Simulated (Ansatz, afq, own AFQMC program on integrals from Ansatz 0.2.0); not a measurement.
Al$_{2}$H, quartet in aug-cc-pVDZ, levels against CCSDT(Q)

```json
{"atom": "Al", "x (Å)": "0.0000", "y (Å)": "0.0000", "z (Å)": "0.3526"}
{"atom": "Al", "x (Å)": "0.0000", "y (Å)": "0.0000", "z (Å)": "-2.3244"}
{"atom": "H", "x (Å)": "0.0000", "y (Å)": "0.0000", "z (Å)": "1.9718"}
```

Connectivity, by distances: AlH–Al.

Basis aug-cc-pVDZ. Noble-gas cores (and the filled d shells of Ga–Kr and In–Xe) are frozen. Ansatz 0.2.0 and our own AFQMC program on the same integrals; the CISD trial comes from CCSD amplitudes, and released means the phaseless constraint is let go. ± is one standard error of the sampling.

Determinant: UHF, the one that the program's search chose, which needn't be the lowest solution. The geometry is a PBE0/def2-TZVP stationary point of this or a neighbouring charge and spin state.

No full CI on the walks' own integrals is used here; CCSDT(Q) serves as the reference and is uncertain by about the last step of the cluster series.

Cautions: another spin lies lower (by 825 meV); released walk and highest rung disagree (by 15 meV at 2.40 1/Eh).

```
T1 diagnostic                               : 0.0312
weight of the determinant in the CISD state : 0.862
⟨S²⟩ of the determinant                     : 3.790
size of the correlated space                : 7 electrons in 53 orbitals
```

Reference: CCSDT(Q), correlation energy -3.505 eV. The released energy is read at 2.40 1/Eh (meV from the phaseless value at times in 1/Eh: -5 ± 4 at 0.24, -10 ± 4 at 0.51, -17 ± 4 at 0.99, -27 ± 4 at 1.62, -27 ± 3 at 2.40).

```
         level  E − E(reference) (meV)  share of correlation (%)
            HF                  3504.9                      0.00
           MP2                  1026.7                     70.71
          CCSD                   243.7                     93.05
       CCSD(T)                    69.6                     98.01
         CCSDT                    14.7                     99.58
 ph-AFQMC/CISD              41.9 ± 4.0                     98.80
released AFQMC              14.6 ± 3.3                     99.58
```

A walk keeps the symmetry of its determinant, which the program's search chose and which needn't be the lowest solution, so a lower state of the same spin and another symmetry isn't excluded. Released energies are given only where the last usable release times agree within the noise; a slower fall can still hide under it.
